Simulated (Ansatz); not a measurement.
Reaction (homolysis of the Cl–Mg bond): `[SH][Mg][Cl]` → Cl• + `[Mg][SH]`•

Program: Ansatz. Geometries: PBE0-D4/def2-TZVP. ΔE: electronic, gas phase. CCSD(T)/CBS is the MP2 limit (def2-TZVPP, def2-QZVPP) plus CCSD(T) − MP2 in def2-TZVPP, frozen cores. This one scheme is used for every species, atoms too. DFT in def2-TZVPP. HSE06 is defined as in plane-wave codes. No spin–orbit coupling; open shells (•) take unrestricted orbitals. Spin–orbit coupling would lower the free atoms: a little for Cl. For Mg outer-core shells are correlated without core-valence functions, so the limit isn't a true one: a few kJ/mol of doubt a bond, and 10 to 20 or more in all where bonds break to atoms. Each species was taken in one conformer, which may not be the lowest.

```csv
level,ΔE (eV)
PBE0-D4,4.72
r2SCAN0-D4,4.74
HSE06-D4,4.72
CAM-B3LYP-D4,4.73
r2SCANh,4.78
r2SCAN0,4.74
HSE06,4.72
MP2/def2-QZVPP,5.05
```

Problem. What does CCSD(T)/CBS give? (Estimate.)

Solution. Computed: +5.03 eV. The listed levels differ from it by -0.31, -0.29, -0.31, -0.30, -0.25, -0.29, -0.31, 0.02 eV.

Largest T1 diagnostic among the species: 0.011.

In def2-TZVPP, CCSD(T) changes the Hartree–Fock value by +0.96 eV (the triples alone add +0.07 eV) and MP2 by +1.12 eV; breaking electron pairs costs correlation energy, which Hartree–Fock lacks. At CCSD(T), def2-SVP lies −0.43 eV from the extrapolated value and def2-TZVPP −0.33 eV: correlation converges slowly with the basis, and small sets miss more of it in the bonded molecule than in its fragments. From r2SCAN to r2SCAN0 (25 % exact exchange), in def2-TZVPP and without D4, ΔE moves by −0.07 eV: exact exchange takes away binding that semilocal exchange gives to molecules.

CCSD(T)/CBS has its own doubt, a few kJ/mol and more with outer-core shells, so smaller differences from it don't rank the levels.
